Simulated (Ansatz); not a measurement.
Isolated molecules relaxed with PBE0-D4/def2-TZVP in Ansatz; ΔE leaves out vibrations. CBS: MP2 limit from def2 TZ/QZ plus the TZ coupled-cluster correction, frozen cores. DFT in def2-TZVPP. One conformer a species, not always the lowest.

Reaction (isomerisation): `NC(N)=C=S` → `C=NC(=N)S`

`NC(N)=C=S`:

```xyz
9

N     0.171   -1.354   -0.151
C    -0.031    0.029   -0.035
N     0.623    0.597    1.068
C    -0.763    0.727   -0.880
S    -1.631    1.554   -1.883
H    -0.386   -1.775   -0.881
H     1.152   -1.583   -0.268
H     0.299    0.200    1.943
H     0.565    1.605    1.087
```

`C=NC(=N)S`:

Cartesian coordinates in Å:
```
C 0.068 1.584 -0.461
N -0.668 0.739 0.118
C -0.226 -0.586 0.261
N -0.173 -1.204 1.359
S 0.201 -1.363 -1.270
H 1.050 1.344 -0.882
H -0.284 2.611 -0.544
H -0.494 -0.595 2.112
H 0.526 -2.530 -0.692
```

```
             level  ΔE (kJ/mol)
           ωB97M-V        -37.6
          PBE-QIDH        -30.9
RPA@PBE/def2-TZVPP        -47.2
SCS-MP2/def2-QZVPP        -40.1
```

Problem. What does CCSD(T)/CBS give? (Estimate.)

Solution. The calculation gave: -35.8 kJ/mol. The listed levels differ from it by -1.8, 4.9, -11.4, -4.3 kJ/mol.

Largest T1 diagnostic among the species: 0.017.

In def2-TZVPP, CCSD(T) changes the Hartree–Fock value by +10.6 kJ/mol (the triples alone add +1.2 kJ/mol) and MP2 by +16.7 kJ/mol. From BLYP to BHLYP (50 % exact exchange), in def2-TZVPP and without D4, ΔE moves by −5.6 kJ/mol. At CCSD(T), def2-SVP lies −19.8 kJ/mol from the extrapolated value and def2-TZVPP −5.5 kJ/mol.
